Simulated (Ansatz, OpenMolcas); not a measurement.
## A ladder of methods for SiH3O (SMILES O[SiH2])

SiH3O has 5 atoms, charge 0, and is taken as a doublet. As SMILES, `O[SiH2]`. The coordinates come from a GFN2-xTB relaxation. This is one conformer, not always the lowest.

```xyz
5

O     0.5573   -0.4338    0.7985
Si    0.0019    0.3419   -0.5339
H     0.7257   -1.3707    0.8148
H    -1.2448   -0.2536   -1.0008
H    -0.0401    1.7160   -0.0786
```

Each level gives the vertical energy of the quartet above the doublet (eV). The values are calculated.

| level | kind | program | value (eV) | less CCSD(T)/STO-3G | CPU time (all runs) |
| --- | --- | --- | --- | --- | --- |
| ROHF/STO-3G | Hartree–Fock | OpenMolcas | 9.17 | -0.69 | 5.1 s |
| UPBE/STO-3G | GGA | Ansatz | 9.61 | -0.25 | 3.2 s |
| U-r2SCAN/STO-3G | meta-GGA | OpenMolcas | 9.62 | -0.24 | 21 s |
| UBHLYP/STO-3G | global hybrid | Ansatz | 9.63 | -0.23 | 3.2 s |
| UCAM-B3LYP/STO-3G | range-separated hybrid | Ansatz | 9.73 | -0.13 | 4.1 s |
| UHSE06/STO-3G | range-separated hybrid | Ansatz | 9.62 | -0.24 | 4.5 s |
| UB2PLYP/STO-3G | double hybrid | Ansatz | 9.73 | -0.13 | 4 s |
| RPA@PBE/STO-3G | RPA | Ansatz | 9.71 | -0.15 | 4 s |
| ROCCSD(T)/STO-3G | coupled cluster or CI | OpenMolcas | 9.86 | 0.00 | 5.8 s |
| UBCCD(T)/STO-3G | coupled cluster or CI | Ansatz | 9.71 | -0.15 | 0.57 s |

Differences are taken from ROCCSD(T)/STO-3G for orientation; it has basis-set and higher-order errors of its own. The values span 9.17 to 9.86 eV. All rows use very small basis sets, so none should be taken for the real molecule's value. In so small a basis fixed costs decide the times, and correlated methods can beat functionals. CPU times are rough (shared hosts, several kinds of processor and program).
